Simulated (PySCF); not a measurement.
## The electron affinity along the alkali metals

All values are computed (PySCF 2.14, energy differences of UHF-based or UKS calculations, no spin-orbit coupling). Values in eV. The last column holds reference values (measured affinities from photodetachment; the arrow runs from anion to atom). Unmarked ones compare directly (S terms, centres of terms, or small fine structure); those marked * lie between the lowest fine-structure levels and include a spin-orbit shift.

```csv
element,configurations,MP2 (valence and next inner shell),CCSD(T) (valence and next inner shell),PBE,PBE0,MP2 (valence),CCSD (valence),reference
"Li (def2-QZVPPD, non-relativistic)",[He] 2s2 → [He] 2s1,0.280,0.574,0.448,0.444,0.276,0.574,0.618
"K (def2-QZVPPD, non-relativistic)",[Ar] 4s2 → [Ar] 4s1,0.274,0.448,0.462,0.434,0.209,0.438,0.501
"Rb (def2-QZVPPD with the def2 core potential (28 electrons), ECP)",[Kr] 5s2 → [Kr] 5s1,0.315,0.459,0.488,0.455,0.248,0.443,0.486
"Cs (def2-QZVPPD with the def2 core potential (46 electrons), ECP)",[Xe] 6s2 → [Xe] 6s1,0.332,0.456,0.488,0.452,0.252,0.432,0.472
```

Task: Which of these methods has the smallest mean absolute error against the measured values here?

Result: CCSD(T) (valence and next inner shell), with 0.035 eV.

```tsv
method	elements	mean error (eV)	mean absolute error (eV)	largest error (eV)
MP2 (valence and next inner shell)	4	-0.219	0.219	-0.339
CCSD(T) (valence and next inner shell)	4	-0.035	0.035	-0.054
PBE	4	-0.048	0.057	-0.170
PBE0	4	-0.073	0.073	-0.174
MP2 (valence)	4	-0.273	0.273	-0.342
CCSD (valence)	4	-0.048	0.048	-0.064
```

The highest occupied level of the anion is positive for Li⁻ at PBE, PBE0; K⁻ at PBE, PBE0; Rb⁻ at PBE, PBE0; Cs⁻ at PBE, PBE0, so there the basis helps to hold the electron.

Errors include the incompleteness of the basis and the frozen core.

"Valence" correlates the outer s and p shells and, in groups 3 to 12 and the f block, the outer d or f shell, open or full, or the next shell where the ion has no valence electron left; the wider scheme adds the next inner shell.
